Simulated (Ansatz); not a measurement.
## Relative stability

The two ends of one reaction step of SiH$_{4}$, closed shell (PBE0-D4/def2-TZVP).

A:

Si1  (0.000, 0.000, 0.000)
H2  (0.207, 0.208, -1.455)
H3  (-0.523, -1.369, 0.235)
H4  (-0.976, 0.996, 0.508)
H5  (1.292, 0.165, 0.712)
(Å)

B:

Si1  (0.304, 0.807, -0.090)
H2  (-0.101, -0.542, -1.086)
H3  (-0.289, -0.874, -0.349)
H4  (-1.002, 0.687, 0.669)
H5  (1.088, -0.078, 0.856)
(Å)

Computed with Ansatz 0.2.0 (basis: def2-TZVPP); correlated methods freeze the cores. B3LYP uses VWN-RPA correlation.

Problem. Which structure is lower at CCSD(T), and by how much? (To be estimated.)

Solution. Computed: A, by 225.6 kJ/mol (electronic energy, against the other). By their contacts, A is SiH₄ and B is SiH₄ ([H][H][SiH2]).

All methods give the same order:

```csv
method,E(B) − E(A) (kJ/mol)
SPW92,189.1
PBE-D4,197.8
BLYP-D4,205.2
r2SCAN-D4,218.8
B97M-V,212.8
PBE0-D4,214.0
B3LYP-D4,218.2
r2SCAN0-D4,226.5
BHLYP-D4,237.4
CAM-B3LYP-D4,227.7
wB97X-V,232.5
wB97M-V,215.9
B2PLYP,226.2
PBE-QIDH,230.4
RPA on PBE,223.7
HF,267.9
MP2,233.5
CCSD,231.0
CCSD(T),225.6
```

T1 diagnostic: at most 0.015.

Labels in which every atom is bracketed show which atoms are joined, not bond orders.

For scale, one of the runs: CCSD(T)/def2-TZVPP, 98 basis functions, launched by `ansatz run in.yaml --threads 2 --pin off --events-out ev --progress --plain --max-ram 4352MiB`. The run took about 1 s on 2 CPU threads of an Arm Neoverse V1 (shared host).
